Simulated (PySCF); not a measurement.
OF2: adding exact exchange

Base calculation in PySCF with density fitting and no spin–orbit coupling, PBE/def2-TZVP (no relativity): singlet, C2v, O–F 1.421 Å (×2); F–O–F 104.7°; wavenumbers 450, 798, 971 cm⁻¹; dipole moment 0.27 D, gap between the highest occupied and lowest empty levels 3.23 eV, polar-tensor charge of O 0.53 e, atomisation energy (no zero-point energy) 519 kJ/mol.

Problem. What changes on going to PBE0/def2-TZVP (no relativity)?

Solution. The point group stays the same. Changes: mean bond to O -0.040 Å, smallest bond angle -0.8 degrees, highest wavenumber +96 cm⁻¹, lowest wavenumber +58 cm⁻¹, dipole moment 0.00 D, gap between the highest occupied and lowest empty levels +4.48 eV, polar-tensor charge of O -0.03 e, atomisation energy (no zero-point energy) -134 kJ/mol. The new structure has O–F 1.381 Å (×2); F–O–F 103.9°, with wavenumbers 508, 949, 1067 cm⁻¹. Exact exchange shortens and stiffens the bonds and opens the gap, the usual pattern.

Each species is the lowest minimum found with this bonding; other isomers or fragments can lie lower.
